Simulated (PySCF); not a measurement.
Scan of H2S, singlet: symmetric bend, bond length relaxed. Scanned: H-S-H angle. Other coordinates (S-H bond length) were minimised at PBE0/def2-TZVP.

Computed with CCSD(T) on RHF/cc-pVTZ, 5 core orbitals frozen run with PySCF 2.14.0.

Scanned values (°): 180, 170, 160, 150, 140, 130, 120, 110, 100, 90, 80, 70, 60.

### Question
Describe the profile: where are the wells and the tops?

### Answer
Lower than their neighbours: 90° (0.0 kcal/mol). Higher than their neighbours: 180° (69.8 kcal/mol, end of the scan), 60° (17.3 kcal/mol, end of the scan). The whole profile spans 69.8 kcal/mol.
